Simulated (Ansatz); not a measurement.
# C2HFS: the cost of one run

All numbers are computed with Ansatz 0.2.0, driven from Python. Level of theory: r2SCAN/cc-pVDZ.

## 1. The system

Bond lengths: F1–C2 1.358 Å, C2–C3 1.321 Å, C2–S4 1.681 Å, C3–S4 1.600 Å, C3–H5 1.089 Å. Angles: F1–C2–C3 121.1°, F1–C2–S4 131.5°, C3–C2–S4 63.1°, C2–C3–S4 69.6°, C2–C3–H5 125.1°, S4–C3–H5 135.0°, C2–S4–C3 47.4°.

No structure file is read: the coordinates are typed or built in the script.

## 2. The code

Contents of run_scan.py:

```python
import ansatz as az
import matplotlib.pyplot as plt
import numpy as np

BASIS_SET = "cc-pVDZ"
FUNCTIONAL = "r2scan"

GEOMETRY = """
F    -0.24500   -0.98420    1.32020
C    -0.16910   -0.73600   -0.01280
C     0.46100    0.32950   -0.47300
S    -1.04680    0.29840   -1.00600
H     1.04970    1.01860    0.13020
"""


def main() -> None:
    c2hfs = az.Crystal.molecule()
    for line in GEOMETRY.strip().splitlines():
        symbol, *xyz = line.split()
        c2hfs = c2hfs.atom(symbol, [float(v) for v in xyz])

    symbols = [site.symbol for site in c2hfs.cartesian_sites]
    start = np.array([site.position_ang for site in c2hfs.cartesian_sites])
    axis = (start[4] - start[2]) / np.linalg.norm(start[4] - start[2])
    moving = [4]
    lengths, energies = [0.93, 1.0, 1.09, 1.2, 1.36, 1.63, 1.96, 2.4], []
    for length in lengths:
        xyz = start.copy()
        xyz[moving] += (length - np.linalg.norm(start[4] - start[2])) * axis
        point = az.Crystal.molecule()
        for symbol, place in zip(symbols, xyz):
            point = point.atom(symbol, place.tolist())
        model = (
            point.calculation()
            .basis(gaussian=BASIS_SET)
            .functional(FUNCTIONAL)
            .accuracy("medium")
            .spin("collinear")
        )
        data = model.run().report
        energies.append(data["free_energy_ev"])
        print(f"r = {length:6.3f} A  E = {energies[-1]:.5f} eV  <S^2> = {abs(data['mean_field']['state']['spin_squared']):.3f}")

    print("energy above the lowest point (eV):", [round(e - min(energies), 3) for e in energies])
    plt.figure(figsize=(4.5, 3))
    plt.plot(lengths, np.array(energies) - min(energies), "o-")
    plt.xlabel("bond length (A)")
    plt.ylabel("E - E(min) (eV)")
    plt.tight_layout()
    plt.savefig("scan.png", dpi=100)


if __name__ == "__main__":
    main()
```

## 3. The input behind the calls

The engine receives this input (first run):

```yaml
crystal:
  periodic: [false, false, false]
  atoms:
    - { symbol: F, position_ang: [-0.245, -0.9842, 1.3202] }
    - { symbol: C, position_ang: [-0.1691, -0.736, -0.0128] }
    - { symbol: C, position_ang: [0.461, 0.3295, -0.473] }
    - { symbol: S, position_ang: [-1.0468, 0.2984, -1.006] }
    - { symbol: H, position_ang: [0.963883172457007, 0.9181475184985961, 0.0422694574928939] }
accuracy: medium
basis:
  gaussian:
    orbitals: cc-pVDZ
hamiltonian:
  xc: r2scan
magnetization:
  spin_polarized: true
```

## 4. Running it

Command:

```console
$ python run_scan.py
```

Q: Estimate wall time and peak memory on 1 thread of Arm Neoverse V1, shared host.

About 2.1 min, with a peak of 0.29 GiB.
